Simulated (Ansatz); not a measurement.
# C₃H₆OS: a ladder of functionals and wavefunction methods

The task here is to estimate one member of a computed series from the others.

Computed with Ansatz 0.2.0, Gaussian basis. Level: functionals in def2-TZVPP, the program's frozen cores in correlated methods.

Levels to be run: PBE-D4, r2SCAN-D4, PBE0-D4, B3LYP-D4, ωB97X-V, ωB97M-V, B2PLYP; CCSD(T)/def2-TZVPP; MP2/def2-QZVPP; extrapolation to the limit.

## Structure used throughout

An earlier PBE0-D4 in a triple-zeta def2 set relaxation fixed the geometry.

11 atoms, charge 0, spin multiplicity 1.

Atoms are counted from 1 here; the program's logs count them from 0.

Bond lengths: C1–C2 1.527 Å, C1–H6 1.091 Å, C1–H7 1.094 Å, C1–H8 1.091 Å, C2–C3 1.502 Å, C2–H9 1.088 Å, C2–H10 1.098 Å, C3–O4 1.337 Å, C3–S5 1.619 Å, O4–H11 0.966 Å. Angles: C2–C1–H6 110.6°, C2–C1–H7 112.8°, C2–C1–H8 110.1°, H6–C1–H7 107.8°, H6–C1–H8 108.3°, H7–C1–H8 107.1°, C1–C2–C3 112.8°, C1–C2–H9 110.4°, C1–C2–H10 109.9°, C3–C2–H9 108.0°, C3–C2–H10 108.1°, H9–C2–H10 107.4°, C2–C3–O4 114.9°, C2–C3–S5 124.6°, O4–C3–S5 120.5°, C3–O4–H11 110.1°.

Geometry (Å):

```xyz
11
C3H6OS
C    -0.9982    0.0611   -0.7528
C     0.3337   -0.5375   -0.3066
C     1.0699    0.3405    0.6646
O     0.4363    0.5535    1.8226
S     2.5146    1.0154    0.3819
H    -0.8441    1.0348   -1.2212
H    -1.7000    0.1966    0.0752
H    -1.4803   -0.5953   -1.4787
H     0.9802   -0.7063   -1.1651
H     0.1647   -1.5109    0.1733
H    -0.4114    0.0910    1.8273
```

The first run:

File in.yaml:

```yaml
crystal:
  periodic: [false, false, false]
  atoms:
    - {symbol: C, position_ang: [-0.998221, 0.061129, -0.752772]}
    - {symbol: C, position_ang: [0.333698, -0.537461, -0.306609]}
    - {symbol: C, position_ang: [1.069903, 0.340458, 0.664582]}
    - {symbol: O, position_ang: [0.436338, 0.553459, 1.822613]}
    - {symbol: S, position_ang: [2.514595, 1.015436, 0.381945]}
    - {symbol: H, position_ang: [-0.844109, 1.034844, -1.221175]}
    - {symbol: H, position_ang: [-1.700022, 0.196608, 0.075180]}
    - {symbol: H, position_ang: [-1.480316, -0.595331, -1.478707]}
    - {symbol: H, position_ang: [0.980183, -0.706306, -1.165104]}
    - {symbol: H, position_ang: [0.164664, -1.510872, 0.173334]}
    - {symbol: H, position_ang: [-0.411414, 0.091036, 1.827313]}
basis:
  gaussian: {orbitals: def2-TZVPP}
hamiltonian: {xc: pbe, dispersion: d4}
output: {forces: true, orbitals: {seedname: orbitals}}
```

Command:

```sh
> ansatz run in.yaml --threads 4 --pin off --events-out ev --progress --plain --max-ram 10444MiB
```

Among the steps run: PBE-D4 (GGA); r2SCAN-D4 (meta-GGA); PBE0-D4 (hybrid); B3LYP-D4 (hybrid); ωB97X-V (range-separated); ωB97M-V (range-separated); B2PLYP (double hybrid); CCSD(T) in def2-TZVPP; MP2 in def2-QZVPP.

One table of the session follows, with a row left open; its other results are not shown here.

```
            method  atomisation energy (eV)
            PBE-D4                   46.149
         r2SCAN-D4                   45.042
           PBE0-D4                   45.124
          B3LYP-D4                   44.748
           ωB97X-V                   44.843
           ωB97M-V                   44.975
            B2PLYP                   44.314
     HF/def2-TZVPP                   31.941
    MP2/def2-TZVPP                   44.496
   CCSD/def2-TZVPP                   42.790
CCSD(T)/def2-TZVPP                   43.601
           MP2/CBS                   45.658
       CCSD(T)/CBS                        ?
```

**Question.** Estimate the row for CCSD(T)/CBS.

The run gave: atomisation energy (eV): 44.763. In the column «atomisation energy (eV)» it lies between B3LYP-D4 (44.748) and ωB97X-V (44.843).
